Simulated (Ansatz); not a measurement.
The pair A = C2H4 (SMILES C=C) (first 6 atoms), B = C2H4 (SMILES C=C); geometry from S22 set.
(charge 0, multiplicity 1):
```xyz
12

C     -0.4719    -0.4719    -1.8591
C      0.4719     0.4719    -1.8591
H     -0.8724    -0.8724    -0.9361
H      0.8724     0.8724    -0.9361
H     -0.8705    -0.8705    -2.7833
H      0.8705     0.8705    -2.7833
C     -0.4719     0.4719     1.8591
C      0.4719    -0.4719     1.8591
H     -0.8724     0.8724     0.9361
H      0.8724    -0.8724     0.9361
H     -0.8705     0.8705     2.7833
H      0.8705    -0.8705     2.7833
```

Cores are frozen in the correlated methods. MP2 and its Hartree–Fock in aug-cc-pVTZ are density fitted.

Programs: Ansatz (a first-principles code). Each number belongs to the level named beside it.

The counterpoise-corrected interaction energy is E(AB) − E(A in the pair's basis) − E(B in the pair's basis). Total energies (hartree):

```csv
level,AB,A in the pair's basis,B in the pair's basis
HF/aug-cc-pVDZ,-156.0861508,-78.0437365,-78.0437365
MP2/aug-cc-pVDZ,-156.6601175,-78.3291222,-78.3291222
HF/aug-cc-pVTZ,-156.1278104,-78.0645692,-78.0645692
MP2/aug-cc-pVTZ,-156.8118007,-78.4047388,-78.4047388
CCSD(T)/aug-cc-pVDZ,-156.7405566,-78.3694209,-78.3694209
```

**Question.** Work out the counterpoise-corrected interaction energy at the basis-set limit: extrapolate the MP2 correlation part as X⁻³, take Hartree–Fock from the larger set, and add the CCSD(T) − MP2 difference of aug-cc-pVDZ.

**Answer.** 
1. Differences (1 hartree = 627.509 kcal/mol): HF/aug-cc-pVDZ 0.830; MP2/aug-cc-pVDZ -1.175; HF/aug-cc-pVTZ 0.833; MP2/aug-cc-pVTZ -1.458; CCSD(T)/aug-cc-pVDZ -1.076.
2. Correlation parts, MP2 less HF: -2.005 in aug-cc-pVDZ (X = 2), -2.291 in aug-cc-pVTZ (X = 3).
3. Limit (3³·(-2.291) − 2³·(-2.005))/(3³ − 2³) = -2.412; with HF/aug-cc-pVTZ it gives -1.578.
4. CCSD(T) less MP2 in aug-cc-pVDZ: 0.099.
Result: -1.48 kcal/mol, against -1.18 at MP2/aug-cc-pVDZ. It is an estimate of this method's limit, not of the exact value.
